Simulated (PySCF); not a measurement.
## Core binding energy against partial charge

Trans vinyl isocyanate, C3H3NO.
Bonds: C1–C2 (double), C2–N3, N3–C4 (double), C4–O5 (double). Hydrogens: H6, H7 on C1; H8 on C2.

Binding energies: delta-SCF UKS SCAN, pcX-2 on the ionised atom, pcseg-1 elsewhere, spin-free X2C (PySCF 2.14.0). Charges: PBE0/pcSseg-1 ground-state density, for the ionised atom.

| atom | environment | C 1s (eV) | Mulliken (e) | IAO (e) | Hirshfeld (e) | ESP (e) |
| --- | --- | --- | --- | --- | --- | --- |
| C1 | terminal =CH2 carbon | 290.56 | -0.202 | -0.336 | -0.110 | -0.594 |
| C2 | vinylic carbon bearing nitrogen | 292.60 | +0.045 | -0.027 | +0.014 | +0.205 |
| C4 | isocyanate carbon | 294.88 | +0.642 | +0.526 | +0.250 | +0.716 |

Task: Give the correlation coefficient and slope of binding energy on charge for each scheme.

Result: IAO: r = 0.99, slope 4.9 eV per e; Hirshfeld: r = 0.99, slope 11.7 eV per e; ESP: r = 0.99, slope 3.2 eV per e; Mulliken: r = 0.98, slope 4.9 eV per e. On 3 points no scheme stands out.

Task: The point-charge model writes a binding energy as kq + V + constant, with V the potential of the other atoms' charges at the site. What does it give with the IAO charges?

Result: V = Σ 14.40 eV Å × q/r over all other atoms: +4.45 eV at C1, -0.64 eV at C2, -7.56 eV at C4. Fitting binding energy − V to q gives k = 18.7 eV per e and leaves an rms residual of 0.60 eV, against 0.23 eV for the fit on q alone. The model has no term for differences in relaxation between sites.

Spin contamination (⟨S²⟩ against 0.75 for a pure doublet) is marked for C 1s of C4 (0.87), which makes this value less certain. Isolated species at its PBE0-D3(BJ)/def2-SVP geometry (one conformer only).

Conformer computed: `[CH2:1]=[CH:2][N:3]=[C:4]=[O:5]`: C1–C2–N3–C4 1°.
